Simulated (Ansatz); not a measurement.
**hcp Zr**

The numbers are results of LDA (Ansatz, a first-principles code, plane waves, PAW), not measurements.

Numerical settings: plane-wave cutoff 500 eV, 5×5×5 k mesh, Fermi–Dirac smearing 0.1 eV, cell of 36 sites, scalar-relativistic PAW data made under PBE.

Cell: relaxed at this level.

For hcp Zr, the vacancy formation energy is 2.14 eV and the vacancy formation energy before relaxation is 2.23 eV.

Note: energies are extrapolated to zero smearing, and mesh and cell size move such values by some hundredths of an eV or more.

Static lattice: no zero-point or thermal effects.

Cost on a shared machine: very roughly 11 core-minutes.
